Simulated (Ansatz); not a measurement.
Born–Oppenheimer molecular dynamics of HMgOSi (4 atoms, charge 0, multiplicity 2). It starts at the highest image of a converged band. Of that band: Neighbouring images differ by up to 2.0 eV, so the band resolves the path poorly. A vibrational analysis at the climbing image gives one clearly imaginary mode, 1973i cm⁻¹: a first-order saddle point.

Computed with Ansatz, UKS CAM-B3LYP/def2-mTZVP.

* ensemble: NVE (velocity Verlet)
* time step: 0.5 fs
* steps asked: 200
* starting velocities drawn for: 100 K
* seed: 12129

First frame:

```xyz
4
Properties=species:S:1:pos:R:3
O -0.110 -0.114 0.083
Mg 1.438 -1.149 1.392
Si -0.046 1.088 -1.037
H -1.283 0.175 -0.438
```

Task: How far do the bonds stretch over the last three quarters of this one trajectory? (Pairs bonded in most of those frames.)

Result: 
```tsv
bond	mean (Å)	spread (Å)	shortest	longest
O1–Mg2	1.865	0.100	1.74	2.10
O1–Si3	1.612	0.057	1.51	1.70
```

Mean temperature of the second half: 3334 K. The conserved energy stayed within 1.1 meV per atom of its start (net change 0.055 meV per atom), so the integration is sound. The system heated up, since it started high on the potential surface and ran downhill. A run of 0.1 ps of so small a system gives no equilibrium averages.

The run took 7.2 min on 2 threads of Arm Neoverse V1 (shared host), peak memory 0.17 GiB.
